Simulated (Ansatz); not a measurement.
# AlNH₃ radical: single points off equilibrium

Aim: energy, forces and dipole at a structure displaced at random from a GFN2-xTB minimum, from CCSD(T) and from density functionals.

Method: single points in def2-TZVPP; program: Ansatz 0.2.0, Gaussian basis.

Cores are frozen in the correlated methods. Orbitals are unrestricted. B3LYP uses VWN-RPA correlation.

**1. The system as given**

SMILES `[NH][AlH2]`, 5 atoms, charge 0, spin multiplicity 2.

Atoms are counted from 1 here; the program's logs count them from 0.

Bond lengths: N1–Al2 1.650 Å, N1–H3 1.174 Å, Al2–H4 1.729 Å, Al2–H5 1.649 Å. Angles: Al2–N1–H3 163.8°, N1–Al2–H4 126.0°, N1–Al2–H5 129.6°, H4–Al2–H5 104.0°.

As a file:

```xyz
5
AlH3N
N     0.44390   -0.85580    0.69000
Al   -0.21620    0.25900   -0.33150
H     1.17330   -1.44390    1.39740
H    -1.59470    0.01620   -1.34630
H     0.12510    1.86390   -0.49850
```

**2. CCSD(T)/def2-TZVPP**

run/in.yaml

```yaml
crystal:
  periodic: [false, false, false]
  atoms:
    - {symbol: N, position_ang: [0.443900, -0.855800, 0.690000]}
    - {symbol: Al, position_ang: [-0.216200, 0.259000, -0.331500]}
    - {symbol: H, position_ang: [1.173300, -1.443900, 1.397400]}
    - {symbol: H, position_ang: [-1.594700, 0.016200, -1.346300]}
    - {symbol: H, position_ang: [0.125100, 1.863900, -0.498500]}
basis:
  gaussian: {orbitals: def2-TZVPP}
magnetization: {spin_polarized: true, initial_magnetization: 1}
correlation: {method: ccsd_t}
scf: {omitted_lower_state_checks: [cluster_reference]}
output: {forces: true}
```

The command line of these runs was not kept.

**3. PBE0-D4/def2-TZVPP**

Edit run/in.yaml of step 2 so:

```diff
@@ -11,4 +11,3 @@
 magnetization: {spin_polarized: true, initial_magnetization: 1}
-correlation: {method: ccsd_t}
-scf: {omitted_lower_state_checks: [cluster_reference]}
-output: {forces: true}
+hamiltonian: {xc: pbe0, dispersion: d4}
+output: {forces: true, orbitals: {seedname: orbitals}}
```

**4. wB97M-V/def2-TZVPP**

Edit run/in.yaml of step 3 so:

```diff
@@ -11,3 +11,3 @@
 magnetization: {spin_polarized: true, initial_magnetization: 1}
-hamiltonian: {xc: pbe0, dispersion: d4}
-output: {forces: true, orbitals: {seedname: orbitals}}
+hamiltonian: {xc: {name: wB97M-V}}
+output: {forces: true}
```

**5. r2SCAN-D4/def2-TZVPP**

Edit run/in.yaml of step 4 so:

```diff
@@ -11,3 +11,3 @@
 magnetization: {spin_polarized: true, initial_magnetization: 1}
-hamiltonian: {xc: {name: wB97M-V}}
+hamiltonian: {xc: r2scan, dispersion: d4}
 output: {forces: true}
```

**6. PBE-D4/def2-TZVPP**

Edit run/in.yaml of step 5 so:

```diff
@@ -11,3 +11,3 @@
 magnetization: {spin_polarized: true, initial_magnetization: 1}
-hamiltonian: {xc: r2scan, dispersion: d4}
+hamiltonian: {xc: pbe, dispersion: d4}
 output: {forces: true}
```

**7. B3LYP-D4/def2-TZVPP**

Edit run/in.yaml of step 6 so:

```diff
@@ -11,3 +11,3 @@
 magnetization: {spin_polarized: true, initial_magnetization: 1}
-hamiltonian: {xc: pbe, dispersion: d4}
+hamiltonian: {xc: {name: B3LYP}, dispersion: d4}
 output: {forces: true}
```

**8. r2SCAN0-D4/def2-TZVPP**

Edit run/in.yaml of step 7 so:

```diff
@@ -11,3 +11,3 @@
 magnetization: {spin_polarized: true, initial_magnetization: 1}
-hamiltonian: {xc: {name: B3LYP}, dispersion: d4}
+hamiltonian: {xc: {name: r2SCAN0}, dispersion: d4}
 output: {forces: true}
```

(Steps that only read results are left out.)

What does the calculation give? Wanted: energy less free atoms, CCSD(T)/def2-TZVPP; RMS force component; RMS force error; HOMO and LUMO, PBE0-D4; T1 diagnostic.

As calculated:

```
                                  quantity                                                                                               value
energy less free atoms, CCSD(T)/def2-TZVPP                                                                                          -11.552 eV
                       RMS force component                                                                2.476 to 2.841 eV/Å over the methods
                           RMS force error  PBE0-D4 0.175, wB97M-V 0.078, r2SCAN-D4 0.224, PBE-D4 0.398, B3LYP-D4 0.189, r2SCAN0-D4 0.143 eV/Å
                    HOMO and LUMO, PBE0-D4                                                                                  -7.78 and -3.84 eV
                             T1 diagnostic                                                                                               0.021
```

Against CCSD(T) the functionals' energies less atoms differ by -0.697 to -0.264 eV, PBE-D4 by -0.697 eV. A larger basis would deepen the CCSD(T) value, while the functionals are nearly converged already, so the order here is not reliable. The forces of wB97M-V come nearest to CCSD(T), those of PBE-D4 are farthest. Frozen-core CCSD(T) forces in triple zeta carry basis errors of their own, and this is one geometry, so small gaps rank nothing.
